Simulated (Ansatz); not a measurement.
Geometry optimisation, UKS PBE-D4/def2-SVP in Ansatz 0.2.0.

Input file:

```yaml
crystal:
  periodic: [false, false, false]
  atoms:
    - { symbol: Al, position_ang: [0.003177, 0.0, -0.080438] }
    - { symbol: H, position_ang: [0.091512, 0.0, 1.49187] }
    - { symbol: Cl, position_ang: [1.838894, 0.0, -1.132456] }
    - { symbol: H, position_ang: [-1.340843, 0.0, -0.948187] }
    - { symbol: H, position_ang: [-0.012539, 0.0, 3.354212] }
magnetization:
  spin_polarized: true
  initial_magnetization: 1
basis:
  gaussian: { orbitals: def2-SVP }
hamiltonian:
  xc: pbe
  dispersion: d4
relax:
  f_tol: 0.03
  max_steps: 50
```

Run as:

```bash
$ ansatz run input.yaml --threads 1 --pin off --max-ram 2048MiB --backend cpu --events-out ev --progress --plain --runs-dir out
```

Where does it end, and by what steps?

The run converged. After 2 steps the energy has fallen by 0.007 eV; H5 moved furthest, 0.03 Å.

| step | energy less start (eV) | largest force component (eV/Å) | accepted |
| --- | --- | --- | --- |
| 0 | 0.0000 | 0.425 | yes |
| 1 | -0.0069 | 0.084 | yes |
| 2 | -0.0072 | 0.005 | yes |

```xyz
5
Properties=species:S:1:pos:R:3
Al 0.007 0.000 -0.096
H 0.072 0.000 1.508
Cl 1.843 0.000 -1.153
H -1.334 0.000 -0.955
H -0.008 0.000 3.381
```

The run took 5.5 s on 1 thread of Arm Neoverse V2, with other jobs on the host, peak memory 0.12 GiB.
